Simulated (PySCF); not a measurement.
A PySCF script (with the pyscf-properties extension) for the NMR shieldings of B2H6x (SMILES [BH4-]), on a PBE0-D3(BJ)/def2-SVP geometry:

```python
import basis_set_exchange as bse
import numpy as np
from pyscf import gto, dft
from pyscf.prop import nmr

atoms = """
B     0.003479    0.001115   -0.006871
H    -0.797952   -0.835735   -0.482061
H     0.168810   -0.225522    1.213668
H    -0.459399    1.154941   -0.158265
H     1.102302   -0.089099   -0.600840
"""
names = dict.fromkeys(["B", "H"], "6-31G*")
basis = {el: gto.basis.parse(bse.get_basis(n, elements=[el], fmt="nwchem")) for el, n in names.items()}
mol = gto.M(atom=atoms, basis=basis, charge=-1, verbose=0)
mf = dft.RKS(mol, xc="PBE0")
mf.grids.level = 2
mf.grids.alignment = dft.numint.BLKSIZE   # the property module wants whole blocks of grid points
mf.conv_tol = 1e-9
mf.kernel()

calc = nmr.RKS(mf)   # GIAO
C = mf.mo_coeff
Co = C[:, mf.mo_occ > 0]
resp = mf.gen_response(singlet=True, hermi=2)
def vind(x):   # induced exchange potential for any number of trial vectors
    d = np.einsum("pi,xij,qj->xpq", C, 2 * x.reshape(-1, C.shape[1], Co.shape[1]), Co, optimize=True)
    return np.einsum("xpq,pi,qj->xij", resp(d - d.transpose(0, 2, 1)), C, Co, optimize=True).ravel()
mo1, _ = nmr.rhf.solve_mo1(calc, with_cphf=vind)
sigma = calc.kernel(mo1)
for i, s in enumerate(sigma):   # ppm
    w = np.linalg.eigvalsh((s + s.T) / 2)
    print("%2d %-2s iso %8.1f  s11 %8.1f  s22 %8.1f  s33 %8.1f" % (i, mol.atom_pure_symbol(i), w.mean(), *w))
```

Task: Give the expected output.

Result: 
```
 0 B  iso    156.6  s11    156.6  s22    156.6  s33    156.6
 1 H  iso     32.0  s11     30.9  s22     30.9  s33     34.2
 2 H  iso     32.0  s11     30.9  s22     30.9  s33     34.2
 3 H  iso     32.0  s11     30.9  s22     30.9  s33     34.2
 4 H  iso     32.0  s11     30.9  s22     30.9  s33     34.2
```

These numbers come from an equivalent density-fitted implementation of the same equations, which agrees with the script to about 0.01 ppm for H and up to a few tenths of a ppm for heavy atoms, so last digits may differ.

Task: Turn these shieldings into chemical shifts. Referencing at the same level of theory: ¹¹B (112.25 ppm) vs BF3·OEt2; ¹H (31.96 ppm) vs TMS.

Result: Averaging equivalent atoms: B 0: -44.4; H 1/2/3/4: -0.05 ppm. 

Size and cost of the density-fitted run: 22 basis functions, roughly 0.3 core-seconds.
